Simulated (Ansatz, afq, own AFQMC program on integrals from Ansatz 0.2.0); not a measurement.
AFQMC on a folder of integrals that Ansatz 0.2.0 wrote.

```yaml
crystal:
  periodic: [false, false, false]
  atoms:
    - {symbol: Sn, position_ang: [0.000000, 0.000000, 0.000000]}
    - {symbol: H, position_ang: [0.978777, 0.987165, 0.985128]}
    - {symbol: H, position_ang: [-0.988972, -0.979870, 0.982225]}
    - {symbol: H, position_ang: [-0.978395, 0.980215, -0.992421]}
    - {symbol: H, position_ang: [0.988590, -0.987510, -0.974932]}
basis:
  gaussian: {orbitals: def2-SVP}
magnetization: {spin_polarized: false}
correlation: {method: ccsd_t, electrons: outside_noble_gas, hamiltonian_folder: ham}
```

```sh
$ ansatz run in.yaml --threads 1 --pin off --events-out ev --progress --plain --max-ram 1382MiB
```

afq runs on the folder ham with

```
--method phaseless --trial mp1 --walkers 10 --populations 1 --least-time 40 --time-step 0.005 --steps-per-block 50 --equilibration-blocks 24 --max-blocks 240 --target-error 0.00068 --factor-cut 1e-06 --seed 4381 --taylor-order 6
```

Times are imaginary, in 1/Eh. The walk had a cap of 207 s. Filled inner d shells are frozen with the cores. Core potentials past Kr, no spin–orbit coupling.

Output of the walk:

```
orbitals 37  electrons 4 4  factors 362 of 546
reference energy -215.63312428 Eh
CCSD correlation -0.13069084 Eh in 8 cycles, weight of the determinant in the CISD state 0.9206
energy of the start -215.734851 Eh
 block  time / (1/Eh)  mean weight  energy / Eh
     1     0.250  1.0011  -215.744377
     2     0.500  1.0006  -215.746645
     3     0.750  1.0046  -215.754270
     4     1.000  0.9996  -215.760434
     5     1.250  0.9944  -215.772386
     8     2.000  1.0008  -215.759813
    13     3.250  1.0028  -215.760269
    31     7.750  1.0028  -215.778170
    49    12.250  0.9995  -215.759209
    67    16.750  1.0038  -215.756767
    85    21.250  0.9977  -215.771683
   103    25.750  0.9964  -215.773390
   115    28.750  1.0027  -215.755234
   121    30.250  0.9991  -215.763930
   139    34.750  1.0003  -215.769233
   145    36.250  1.0029  -215.808269
   157    39.250  1.0008  -215.766604
   175    43.750  0.9986  -215.765513
   193    48.250  0.9968  -215.755382
   211    52.750  0.9964  -215.758408
   229    57.250  1.0019  -215.758947
   247    61.750  0.9976  -215.766711
   259    64.750  0.9991  -215.762889
blocks merged  error / Eh  count
     1  0.000592  240
     2  0.000795  120
     4  0.001065  60
     8  0.001307  30
    16  0.001743  15
energy -215.765546 +/- 0.001307 Eh
(rows thinned)
```

The run passed its tests (sampling time, drift between the halves within three errors, error under three times the target), which doesn't prove that it has relaxed.

Against this walk (error 35.6 meV) on the same determinant: CCSD(T) 9.6 meV lower (within the noise), CCSDT(Q) 26.4 meV lower (within the noise), a separate phaseless walk with a CISD trial and standard settings 20.9 ± 35.8 meV lower (within the noise). The error is statistical and leaves out the bias of the constraint.

Cautions: constraint bias not in the error; error above the target (35.6 against 18.5 meV); no spin-orbit coupling; inner d shell frozen; so few walkers bias the energy.

The walk took 15 s on 1 thread of Intel(R) Xeon(R) 6975P-C (Granite Rapids) (shared host). The log's last line is the phaseless energy.

CCSDT and higher add their correlation energy to the determinant of the CCSD(T) run, since their own runs factorise the integrals more tightly (a shift of under 2 meV). A walk keeps the symmetry of its determinant, which the program's search chose and which needn't be the lowest solution, so a lower state of the same spin and another symmetry isn't excluded.
